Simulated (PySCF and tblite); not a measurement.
The numbers below are computed, except where a source is named.
C₅H₁₁N, numbered as in [CH3:1][C@@H:2]1[CH2:3][CH2:4][NH:5][CH2:6]1.

Search: ETKDG and KDG, MMFF94s, GFN2-xTB, 90 starts; geometries at PBE0-D3(BJ)/def2-SVP. Weights use PBE0-D3(BJ)/def2-TZVP energies plus GFN2-xTB zero-point and thermal terms (modes under about 100 cm⁻¹ blended into free rotors). Symmetry numbers and mirror images are counted. Conformers within 4 kcal/mol (GFN2-xTB free energy) were kept, 5 at most. Codes: tblite and PySCF.

Rotational constants are equilibrium values for the commonest isotopes; dipoles come from the energy level named.

The 5-ring runs over atoms 2–3–4–5–6.

```csv
conformer,shape,symmetry
1,"5-ring between envelope and twist (ring torsions -18, 41, -47, 33, -9°)",C1
2,"5-ring between envelope and twist (ring torsions 21, -43, 47, -32, 7°)",C1
3,"5-ring between envelope and twist (ring torsions -6, 28, -39, 35, -16°)",C1
```

Q: Give the rotational constants and dipole components, as needed to look for these species in a jet-cooled rotational spectrum.

A: 
```tsv
conformer	A (MHz)	B (MHz)	C (MHz)	abs μa (D)	abs μb (D)	abs μc (D)	κ	Ic−Ia−Ib (u Å²)
1	6408	3066	2332	0.03	0.07	0.76	-0.64	-26.9
2	5645	3347	2631	0.51	0.09	0.77	-0.52	-48.4
3	6454	3017	2300	0.80	0.56	0.94	-0.65	-26.1
```

Q: Which type of transition is strongest for conformer 1?

A: c-type, since that component is clearly the largest; the top is asymmetric (κ = -0.64).
